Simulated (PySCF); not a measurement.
C3H3O3 (charge -1).
SMILES with atom numbers: `[O:1]=[C:2]([O-:3])[C@H:4]1[CH2:5][O:6]1` (hydrogens: H7 on C4; H8, H9 on C5)

The same species was optimised twice, with GFN2-xTB and with PBE0-D3(BJ)/def2-SVP (PySCF), and the same property calculations (PySCF, gas phase) were run on both structures.

| coordinate | GFN2-xTB | PBE0-D3(BJ)/def2-SVP | change |
| --- | --- | --- | --- |
| C2–C4 (Å) | 1.580 | 1.548 | -0.032 |
| C4–O6 (Å) | 1.413 | 1.427 | +0.014 |
| O1=C2 (Å) | 1.233 | 1.244 | +0.011 |
| C2–O3 (Å) | 1.237 | 1.245 | +0.008 |
| C5–O6 (Å) | 1.394 | 1.401 | +0.007 |
| C4–C5 (Å) | 1.463 | 1.467 | +0.004 |
| C2–C4–O6 (°) | 121.6 | 119.1 | -2.5 |
| C2–C4–C5 (°) | 120.6 | 119.4 | -1.2 |
| O1–C2–C4 (°) | 116.2 | 115.3 | -0.9 |
| O3–C2–C4 (°) | 113.2 | 113.7 | +0.5 |
| O1–C2–O3 (°) | 130.5 | 131.0 | +0.5 |
| C4–C5–O6 (°) | 59.2 | 59.6 | +0.4 |
| C4–O6–C5 (°) | 62.8 | 62.5 | -0.3 |
| C5–C4–O6 (°) | 58.0 | 57.9 | -0.1 |
| O1–C2–C4–C5 (°) | -24 | -34 | -10 |

Rotational constants: A = 8271, B = 2831, C = 2424 MHz (GFN2-xTB) against A = 8220, B = 2894, C = 2488 MHz (PBE0-D3(BJ)/def2-SVP). Point groups within 0.08 Å: C1 and C1.

On the GFN2-xTB structure: HOMO (eV) -1.28 [PBE0/pcSseg-1]; LUMO (eV) 5.75 [PBE0/pcSseg-1]; GIAO shielding of O1 (ppm) 36.2 [PBE0/pcSseg-1]; GIAO shielding of C2 (ppm) 19.0 [PBE0/pcSseg-1]; GIAO shielding of O3 (ppm) -23.3 [PBE0/pcSseg-1]; GIAO shielding of C4 (ppm) 133.3 [PBE0/pcSseg-1]; GIAO shielding of C5 (ppm) 145.3 [PBE0/pcSseg-1]; GIAO shielding of O6 (ppm) 316.4 [PBE0/pcSseg-1].

**Question.** What do these properties become on the PBE0-D3(BJ)/def2-SVP structure?

**Answer.** 
```csv
property,level,on GFN2-xTB,on PBE0-D3(BJ)/def2-SVP,change
HOMO (eV),PBE0/pcSseg-1,-1.28,-1.30,-0.02
LUMO (eV),PBE0/pcSseg-1,5.75,5.66,-0.09
"energy, GFN2-xTB geometry as zero (kcal/mol)",PBE0/pcSseg-1,0.0,-1.0,-1.0
GIAO shielding of O1 (ppm),PBE0/pcSseg-1,36.2,29.8,-6.4
GIAO shielding of C2 (ppm),PBE0/pcSseg-1,19.0,15.1,-3.9
GIAO shielding of O3 (ppm),PBE0/pcSseg-1,-23.3,-30.3,-7.0
GIAO shielding of C4 (ppm),PBE0/pcSseg-1,133.3,134.8,+1.5
GIAO shielding of C5 (ppm),PBE0/pcSseg-1,145.3,141.8,-3.5
GIAO shielding of O6 (ppm),PBE0/pcSseg-1,316.4,306.2,-10.2
```

The heavy atoms differ by 0.083 Å rms after alignment. Among bonds between heavy atoms C2–C4 changes most (-0.032 Å). Changes are differences of the printed values. Neither structure is proved a minimum here. Geometry: PBE0-D3(BJ)/def2-SVP, one conformer, isolated ion. The geometry's basis has no diffuse functions, a weakness for an anion.

Shape of the structure used: `[O:1]=[C:2]([O-:3])[C@H:4]1[CH2:5][O:6]1`: O1–C2–C4–C5 -34°.
